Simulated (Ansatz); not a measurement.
```xyz
12

C    -0.6309    0.6870   -0.8481
C     0.3203   -0.1153    0.0205
N     0.4982    0.4965    1.2812
N    -0.0304   -1.4865    0.2502
F     1.5301   -0.1715   -0.7084
H    -0.7221    0.2128   -1.8260
H    -0.2588    1.7034   -0.9953
H    -1.6139    0.7358   -0.3785
H     1.1793   -0.0193    1.8235
H     0.7859    1.4607    1.1926
H    -0.1897   -1.9660   -0.6260
H    -0.8681   -1.5375    0.8142
```

Total charge 0; spin multiplicity 1.

Problem. List the CAM-B3LYP/def2-TZVPP orbital energies in eV (Ansatz 0.2.0). (Best estimate.)

Solution. Ansatz gave: Occupied: -672.66, -391.30, -391.23, -282.34, -278.72, -34.33, -27.71, -25.60, -22.25, -18.62, -16.63, -16.25, -14.98, -14.41, -13.72, -12.97, -12.61, -12.04, -11.37, -9.37, -8.95. Lowest empty: 1.63, 2.66, 3.26, 3.29, 3.60, 4.44, 5.01, 5.33.
